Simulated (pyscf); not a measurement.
PySCF, gas phase, ωB97X-D3(BJ)/def2-SVP geometries. MP2 and CC: frozen core, UHF for open shells. ΔMP2 is the change of the MP2 total energy from the triple- to the quadruple-zeta basis.

For the elementary gas-phase step H₃C–CH₃ + BH₃ → CH₄ + H₂B–CH₃ (singlet surface; C–C, B–H broken, C–H, B–C formed), what barrier and reaction energy does CCSD(T)/def2-TZVPP + ΔMP2(QZVPP) give, measured from the separated reactants?

ΔE‡ = 62.2 kcal/mol, ΔE = -14.4 kcal/mol. Zero-point energy shifts the barrier by +2.9 kcal/mol. It is a four-centre exchange, with an imaginary mode of 631i cm⁻¹. At the saddle there is also a short B–C contact that neither side keeps. One saddle was located; it need not be the lowest between these sides. The CCSD(T) − MP2 part came from Ansatz, without density fitting, on the same reference.
